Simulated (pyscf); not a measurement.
`[NH2][SiH]([NH2])[I]` + `[H]` [doublet] -> `[NH2][Si]([NH2])[I]` [doublet] + `[H][H]`, a hydrogen abstraction (doublet surface; H–Si broken, H–H formed). Optimised with ωB97X-D3(BJ)/def2-SVP in PySCF. Energies in kcal/mol from the separated reactants.

Small-basis levels: PySCF, no dispersion term, spherical d functions. AM1 to PM7: differences of heats of formation from MOPAC, which are fitted to 298 K values and so differ in kind from electronic energies by zero-point and thermal terms. GFN2-xTB: tblite. Open shells are spin-unrestricted. 

```csv
level,barrier,reaction energy
SVWN5/6-31G*+LANL2DZ,-6.5,-16.5
BP86/6-31G*+LANL2DZ,-2.7,-21.0
M06-2X/6-31G*+LANL2DZ,5.0,-14.6
PBE/def2-SVP,-1.6,-15.6
B3LYP/def2-SVP,-0.4,-16.4
GFN2-xTB,6.7,+10.1
AM1,-5.9,-46.6
ωB97M-D3(BJ)/def2-TZVP,4.0,-12.3
```

Against the last row the barrier runs from -10.5 (SVWN5/6-31G*+LANL2DZ) to +2.7 kcal/mol (GFN2-xTB). At SVWN5/6-31G*+LANL2DZ, BP86/6-31G*+LANL2DZ, PBE/def2-SVP, B3LYP/def2-SVP, GFN2-xTB, AM1 this geometry lies under one side, so the entry may be no barrier of that level: it is a single point on another level's saddle. ωB97M-D3(BJ)/def2-TZVP has limits of its own. One saddle was located; it need not be the lowest between these sides. The angle at the transferred H is 174°. In the def2 sets elements past Kr carry core potentials, without spin-orbit coupling.
